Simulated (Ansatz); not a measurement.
Isomers of C6H6, relaxed with PBE0-D4/def2-TZVP in Ansatz; electronic energies, one conformer each and not always the lowest. Functionals use def2-TZVPP; CBS adds triple-zeta CCSD(T) − MP2 to the MP2 limit of def2-TZVPP and def2-QZVPP.

(1) Order them by energy at frozen-core CCSD(T)/CBS, lowest first. (An estimate is asked.)
A. `CC#CC#CC`
B. `c1ccccc1`
C. `C#CC1C=C1C`
D. `C1=CC2C=CC12`
E. `C12C3C1C1C2C31`
F. `C=C1C=CC=C1`
G. `C1=CC2C3C1C23`
H. `C=C1C=CC1=C`

(2) How do MP2/CBS(def2), ωB97M-V, PBE0-D4, PBE-D4 place them (kJ/mol, against `c1ccccc1`)? (Estimate.)

## Answers

(1) B (0.0 kJ/mol), F (138.1 kJ/mol), H (265.5 kJ/mol), A (297.1 kJ/mol), G (310.8 kJ/mol), D (326.4 kJ/mol), C (406.8 kJ/mol), E (483.0 kJ/mol).

(2) Computed: 
```tsv
isomer	MP2/CBS(def2)	ωB97M-V	PBE0-D4	PBE-D4
`C12C3C1C1C2C31`	484.4	466.4	459.8	467.6
`C#CC1C=C1C`	416.5	408.1	423.8	413.3
`C1=CC2C3C1C23`	309.6	305.4	302.1	307.2
`C=C1C=CC1=C`	290.6	272.9	275.4	263.1
`CC#CC#CC`	300.4	306.8	317.8	298.7
`C=C1C=CC=C1`	154.2	147.1	149.9	143.9
`C1=CC2C=CC12`	340.1	329.0	334.0	331.5
```
